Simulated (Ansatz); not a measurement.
# C2FO−: functionals against CCSD(T) at one geometry

An exercise on one series of results from a longer session: the logs are not shown, and one member is left open.

The runs use Ansatz 0.2.0, Gaussian basis; single points in def2-TZVPPD.

Correlated methods freeze the cores.

**Starting geometry**

4 atoms, charge -1, spin multiplicity 1.

Atoms are counted from 1 here; the program's logs count them from 0.

Bond lengths: O1–C2 1.175 Å, C2–C3 1.184 Å, C3–F4 1.478 Å. Angles: O1–C2–C3 158.4°, C2–C3–F4 144.4°.

Coordinates:

```xyz
4
C2FO
O     1.10420   -0.73480    1.21330
C     0.34080   -0.25650    0.45970
C    -0.05680    0.44400   -0.40770
F    -1.17090    0.67210   -1.35240
```

Set-up of the first run:

run/in.yaml

```yaml
crystal:
  periodic: [false, false, false]
  atoms:
    - {symbol: O, position_ang: [1.104200, -0.734800, 1.213300]}
    - {symbol: C, position_ang: [0.340800, -0.256500, 0.459700]}
    - {symbol: C, position_ang: [-0.056800, 0.444000, -0.407700]}
    - {symbol: F, position_ang: [-1.170900, 0.672100, -1.352400]}
basis:
  gaussian: {orbitals: "def2-TZVPPD.json"}
total_charge: -1
correlation: {method: ccsd_t}
output: {forces: true}
```

The basis file named in the input lies beside it (Basis Set Exchange, JSON).

The command line of these runs was not kept.

Among the steps run: CCSD(T)/def2-TZVPPD; PBE0-D4/def2-TZVPPD; wB97M-V/def2-TZVPPD; r2SCAN-D4/def2-TZVPPD; PBE-D4/def2-TZVPPD; SPW92/def2-TZVPPD; LC-wPBE/def2-TZVPPD.

One table of the session follows, with a row left open; its other results are not shown here.

| method | RMS force component (eV/Å) | angle to CCSD(T) forces (°) |
| --- | --- | --- |
| CCSD(T) | 3.828 | reference |
| PBE0-D4 | 3.599 | 5.2 |
| wB97M-V | 3.490 | 3.9 |
| r2SCAN-D4 | 3.619 | 2.5 |
| PBE-D4 | ? | ? |
| SPW92 | 3.694 | 4.3 |
| LC-wPBE | 3.426 | 7.2 |

Q: Estimate the row for PBE-D4 from the others.

**Answer.** RMS force component (eV/Å): 3.756; angle to CCSD(T) forces (°): 2.2. In the column «RMS force component (eV/Å)» it lies between SPW92 (3.694) and CCSD(T) (3.828).
